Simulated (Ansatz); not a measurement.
Ideal-gas functions of B$_{2}$H$_{6}$Si (`B[SiH2]B`) at 400 K and 1 bar, from an Ansatz frequency run at PBE0-D4/def2-TZVP.

Molar mass 55.76 g/mol, point group C2v (symmetry number 2), electronic degeneracy 1, moments of inertia 36.42, 75.243, 97.225 u Å². Harmonic wavenumbers (cm⁻¹, unscaled): 106, 135, 169, 444, 460, 551, 620, 642, 719, 765, 894, 914, 969, 1154, 1164, 2198, 2205, 2585, 2592, 2680, 2682.

Use S(trans) = R[1.5 ln M + 2.5 ln T − 1.1517]; rotational temperatures θ = 24.2544 K / I; S(rot) = R[ln(√π/σ · √(T³/θAθBθC)) + 1.5]; for each mode x = 1.438777 ν̃/T, S = R[x/(eˣ − 1) − ln(1 − e⁻ˣ)] and H = RT x/(eˣ − 1); 1 cm⁻¹ = 0.0119627 kJ/mol; R = 8.31446 J/(mol·K).

Problem. By hand: the entropy, in J/(mol·K).

Solution. Translation 165.1. Rotation: θ = 0.666, 0.3223, 0.2495 K, giving 98.4. Vibration, mode by mode: 16.38, 14.40, 12.58, 5.25, 5.02, 3.87, 3.18, 2.99, 2.40, 2.11, 1.46, 1.38, 1.17, 0.68, 0.66, 0.03, 0.03, 0.01, 0.01, 0.01, 0.01, in all 73.6. Electronic 0.0. Sum 337.1 J/(mol·K).

Problem. By hand: H − E and G − E in kJ/mol, counted from the electronic energy.

Solution. Zero-point energy ½ × 24648 × 0.0119627 = 147.4; thermal vibration 16.2; translation, rotation and pV give 4 RT = 13.3. H − E = 176.9 kJ/mol, and G − E = 176.9 − 400 × 337.1/1000 = 42.1 kJ/mol.

Vibration gives 22 % of the entropy, 30.8 J/(mol·K) of it from the modes under 150 cm⁻¹: soft modes count most, and the harmonic formula is weakest for them.
